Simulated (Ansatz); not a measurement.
## doublet C2H2F: levels of theory in one basis

```xyz
5

F     1.1824    0.1289    0.0001
C    -0.0074   -0.4294   -0.0002
C    -1.2001    0.1194    0.0000
H    -2.0842   -0.5016    0.0006
H    -1.3119    1.2016   -0.0001
```

Basis set: cc-pVTZ (spherical functions). Frozen core: 3 orbitals. Correlation on ROHF uses semicanonical orbitals with singles. Charge 0, multiplicity 2.

Computed with Ansatz (development build ahead of 0.2.0); each method stands on the lowest determinant of its kind that the runs found.

```json
{"method": "ROHF", "E − E(ROHF) (eV)": "0.00", "<S²> of the determinant": "0.75"}
{"method": "UHF", "E − E(ROHF) (eV)": "-0.21", "<S²> of the determinant": "0.94"}
{"method": "ROHF-MP2", "E − E(ROHF) (eV)": "-14.78", "<S²> of the determinant": "–"}
{"method": "ROHF-CCSD", "E − E(ROHF) (eV)": "-15.30", "<S²> of the determinant": "–"}
{"method": "UHF-CCSD", "E − E(ROHF) (eV)": "-15.30", "<S²> of the determinant": "0.94"}
{"method": "ROHF-CCSD(T)", "E − E(ROHF) (eV)": "-15.91", "<S²> of the determinant": "–"}
{"method": "UHF-CCSD(T)", "E − E(ROHF) (eV)": "-15.89", "<S²> of the determinant": "0.94"}
```

Task: What does UHF-MP2 give on the same scale?

Result: -14.55 eV.

Caution for UHF, UHF-MP2, UHF-CCSD, UHF-CCSD(T): the unrestricted determinant is spin contaminated. Caution for ROHF-MP2, UHF-MP2: forces differ strongly between restricted and unrestricted references.
